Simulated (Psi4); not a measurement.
Psi4 input (wB97X-D/6-311+G**):

```
memory 1500 MB

molecule {
1 1
C    -0.08418987    1.42741835   -0.51191986
S     0.17718637   -0.00065284    0.57178962
C    -0.09971911   -1.42697406   -0.51036667
H    -0.09015291    2.31038628    0.12496582
H     0.77169739    1.46446615   -1.18355940
H    -1.01598597    1.32490158   -1.06155473
H    -0.11528527   -2.30913124    0.12747948
H    -1.03034786   -1.31492304   -1.06011830
H     0.75571041   -1.47406314   -1.18196043
H    -1.00716386    0.00614320    1.21983281
symmetry c1
no_reorient
no_com
}

set {
  basis 6-311+G**
  reference rks
  scf_type df
  df_basis_scf def2-universal-jkfit
  dft_radial_points 99
  dft_spherical_points 590
  e_convergence 1e-8
  d_convergence 1e-7
  maxiter 150
}

e = energy('wb97x-d')
print_out(f'\nFINAL {e:.10f} DIPOLE {variable("CURRENT DIPOLE")[0]:.6f} {variable("CURRENT DIPOLE")[1]:.6f} {variable("CURRENT DIPOLE")[2]:.6f}\n')
```

Problem. What final total energy does it give?

Solution. -478.34149 Eh.
